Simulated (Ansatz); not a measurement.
Input file:

```yaml
crystal:
  periodic: [false, false, false]
  atoms:
    - {symbol: B, position_ang: [0.000000, 0.000000, 0.000000]}
    - {symbol: P, position_ang: [0.000000, 0.000000, 1.653900]}
basis:
  gaussian: {orbitals: cc-pVTZ}
correlation: {method: sc_nevpt2, electrons: outside_noble_gas, active_space: {window: {electrons: 8, orbitals: 8}, shells: [{species: B, l: s, shell: 2}, {species: B, l: p, shell: 2}, {species: P, l: s, shell: 3}, {species: P, l: p, shell: 3}]}}
```

```sh
$ ansatz run in.yaml --threads 1 --pin off --events-out ev --progress --plain --max-ram 4096MiB --backend cpu
```

The program prints:

```
712 factors; integrals over basis functions are off by at most 1.9e-7 eV
mean field evaluation 1: about -9937.6369 eV, gradient 1.4e1 eV
mean field evaluation 2: about -9937.6443 eV, gradient 1.4e1 eV
mean field evaluation 4: about -9938.5215 eV, gradient 2.1e0 eV
mean field evaluation 8: about -9938.6303 eV, gradient 1.6e-1 eV
mean field evaluation 16: about -9937.3522 eV, gradient 1.3e-1 eV
mean field evaluation 32: about -9938.5883 eV, gradient 1.4e0 eV
mean field evaluation 64: about -9938.6305 eV, gradient 1.5e-1 eV
mean field -9938.63086608 eV, -365.2379476827 hartree, gradient 7.3e-6 eV, S^2 0.000000; 7 other end points of the search recorded, 0 dependent functions left out; unrestricted orbitals would lower it
reference -9938.63086608 eV, -365.2379476827 hartree; 10, 10 occupied and 54, 54 virtual orbitals, 712 factors
state -9942.24549111 eV, -365.3707827023 hartree
state -9942.24549111 eV, -365.3707827023 hartree; corrected -9945.47891224 eV, -365.4896087370 hartree
Total energy: -9945.47891224 eV, -365.4896087370 hartree
Checks for a lower state left out: starts, orbital_swaps
```

Natural occupations: 1.9843 1.9038 1.9038 1.8287 0.1612 0.1005 0.1005 0.0173.

For the same geometry and basis RCCSDTQ lies 862.7 meV lower.

Ran on 1 thread of AMD EPYC 7R13, shared host: 3.5 s wall, 0.16 GiB peak host memory.
